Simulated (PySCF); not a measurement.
C3H5S2 (doublet state).
Geometry (GFN2-xTB, Å), atoms numbered from 1 in this order:
```xyz
10
C3H5S2 angstrom
C     -0.729    1.059   -0.275
C     -1.150   -0.308    0.010
S      0.135   -1.044    1.148
C      1.447   -0.359    0.114
S      0.949    1.320   -0.453
H     -1.349    1.920   -0.125
H     -2.118   -0.365    0.503
H     -1.142   -0.960   -0.868
H      1.600   -0.984   -0.766
H      2.365   -0.274    0.689
```

As a line formula: `[CH]1CSCS1` [radical].

Method used: PySCF, UKS B3LYP, pcH-1 on C H S, non-relativistic, mean-field spin-orbit, GIAO. Isolated species at its GFN2-xTB geometry (one conformer only). The geometry wasn't refined by DFT: couplings that depend on bond lengths, twists or pyramidal angles can differ widely from those at the functional's own minimum. No stability test was run, so a lower SCF solution isn't excluded.

Largest spin populations (Mulliken): C1 (+0.78), S5 (+0.18), S3 (+0.08) and C2 (-0.06). The angles at C1 add up to 358.0°, so it is nearly planar; its axial dipolar tensor and the negative coupling of its proton fit spin in a p orbital normal to that plane.

Q: McConnell's relation a(H) = Q·ρ ties the coupling of a proton on a planar π carbon to the spin population of that carbon. What Q do the computed values give?

A: 
```tsv
H	C	ρ(C)	a(H) (G)	a/ρ (G)
H6	C1	+0.779	-12.23	-15.7
```

One proton gives one ratio, Q = -15.7 G, and no test of linearity. In McConnell's picture π spin on carbon polarises the C–H bond and leaves opposite spin at the proton, which makes Q negative, as found here.

Q: How do the β-proton couplings of this frozen conformer go with θ, the angle between the C–H bond and the normal to the plane of the spin centre's three neighbours, both seen down the bond from centre to carbon?

A: 
```
β H  on  centre  θ (°)  cos²θ   a (G)
 H7  C2      C1     73   0.09   +2.86
 H8  C2      C1     19   0.89  +32.89
```

Couplings in gauss use g_iso = 2.0053.
